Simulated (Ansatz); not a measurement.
```xyz
7

C    -0.149   -0.669    0.057
B     0.194    0.840   -0.067
F    -0.499    1.625   -0.881
H    -0.979   -0.989   -0.575
H    -0.382   -0.909    1.101
H     0.735   -1.270   -0.184
H     1.080    1.371    0.548
```

Charge 0, multiplicity 1.

List the PBE0/def2-TZVPP orbital energies in eV (the Gaussian-basis code of Ansatz). (Best estimate.)

The calculation gave: Occupied: -674.12, -277.68, -185.84, -33.77, -19.95, -15.42, -13.40, -12.92, -12.14, -11.33, -10.97, -8.97. Lowest empty: -0.45, 1.16, 2.19, 2.59, 2.80, 3.57, 4.44, 4.87.
